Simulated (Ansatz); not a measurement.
**CH₃ (doublet): wave-function methods side by side at distance C1–H3 = 3.758 Å, 6-31G**

Aim: climb from Hartree-Fock through coupled cluster and multireference methods for CH₃ (doublet) at one geometry and basis, and see what each rung misses.

Program: Ansatz 0.2.0, Gaussian basis. Level of theory: 6-31G, core rule «outside noble gas», up to 1 orbitals frozen. These are calculated values, not measurements.

Plan: UHF; CCSD(T) on ROHF; CCSD(T) on UHF; BCCD(T) on ROHF; CISD; CCSDT(Q) on UHF; CISDTQ; CCSDTQ on ROHF; CCSDTQ on UHF; CASSCF and MRCISD+Q, 3 electrons in 3 orbitals; CASSCF and NEVPT2, 3 electrons in 3 orbitals; CASSCF and MRCISD+Q, 7 electrons in 7 orbitals; CASSCF and NEVPT2, 7 electrons in 7 orbitals; Full CI.

14 further runs of the same task are left out: 11 that didn't finish, 3 set aside as unsound or not needed.

### 1 What is computed

The geometry derives from a PBE0/def2-TZVP stationary point (not a proven minimum). One bond is set to the value named and the two fragments are kept rigid.

4 atoms, charge 0, spin multiplicity 2.

Atoms are counted from 1 here; the program's logs count them from 0.

Bond lengths: C1–H2 1.080 Å, C1–H4 1.080 Å. Angles: H2–C1–H4 120.0°.

### 2 UHF

in.yaml

```yaml
crystal:
  periodic: [false, false, false]
  atoms:
    - {symbol: C, position_ang: [0.091780, -0.154303, 0.000454]}
    - {symbol: H, position_ang: [1.171711, -0.140278, 0.000133]}
    - {symbol: H, position_ang: [-1.829328, 3.075529, -0.009059]}
    - {symbol: H, position_ang: [-0.436039, -1.096559, 0.003509]}
basis:
  gaussian: {orbitals: 6-31G}
magnetization: {spin_polarized: true, initial_magnetization: 1}
hamiltonian: {xc: hf}
output: {orbitals: {seedname: orbitals}}
```

The run is started by

```console
$ ansatz run in.yaml --threads 1 --pin off --events-out ev --progress --plain --max-ram 2393MiB
```

Further steps of the session: CCSD(T) on ROHF; CCSD(T) on UHF; BCCD(T) on ROHF; CISD; CCSDT(Q) on UHF; CISDTQ; CCSDTQ on ROHF; CCSDTQ on UHF; CASSCF and MRCISD+Q, 3 electrons in 3 orbitals; CASSCF and NEVPT2, 3 electrons in 3 orbitals; CASSCF and MRCISD+Q, 7 electrons in 7 orbitals; CASSCF and NEVPT2, 7 electrons in 7 orbitals; Full CI.

Q: Predict the results of all the runs planned. Wanted: FCI below the RHF energy; RMP2 from FCI; UMP2 from FCI; RCCSD from FCI; RCCSD(T) from FCI; UCCSD(T) from FCI; UCCSDT(Q) from FCI; NEVPT2 pair from FCI; MRCISD+Q pair from FCI.

The runs gave:

```
                         quantity                                                                                                                                    value
         FCI below the RHF energy                                                                                                                               -3.5211 eV
                    RMP2 from FCI                                                                                                                            +242.9 kJ/mol
                    UMP2 from FCI                                                                                                                             +41.7 kJ/mol
                   RCCSD from FCI                                                                                                                              +3.2 kJ/mol
                RCCSD(T) from FCI                                                                                                                               0.0 kJ/mol
                UCCSD(T) from FCI                                                                                                                              +0.8 kJ/mol
               UCCSDT(Q) from FCI                                                                                                                               0.0 kJ/mol
             NEVPT2 pair from FCI                                                                                                                             +45.8 kJ/mol
           MRCISD+Q pair from FCI                                                                                                                              -0.8 kJ/mol
          NEVPT2 valence from FCI                                                                                                                             +20.4 kJ/mol
levels within 1 kcal/mol (43 meV)  RCCSD, UCCSD, RCCSD(T), UCCSD(T), BCCD(T), UCCSDT, CISDTQ, UCCSDT(Q), RCCSDTQ, UCCSDTQ, MRCISD+Q pair, MRCISD valence, MRCISD+Q valence
                    T1 diagnostic                                                                                                                                    0.364
   effectively unpaired electrons                                                                                                                                     3.00
```

In words: RCCSD(T) lands 0.0 kJ/mol from the yardstick (0.0 % of the correlation energy). MRCISD+Q pair falls below full CI: the +Q correction isn't variational, and the cores differ from full CI's. With 3.0 effectively unpaired electrons against 1 the state is strongly multireference. Coupled cluster on one determinant still stays close here. Of the multireference levels listed MRCISD+Q valence comes nearest in total energy (+0.4 kJ/mol), which doesn't show that its space is the better one. Coupled cluster took another determinant than the lowest Hartree-Fock one. These misses are within one basis, not against nature; the frozen cores of restricted and unrestricted runs differ, which can shift their rows.
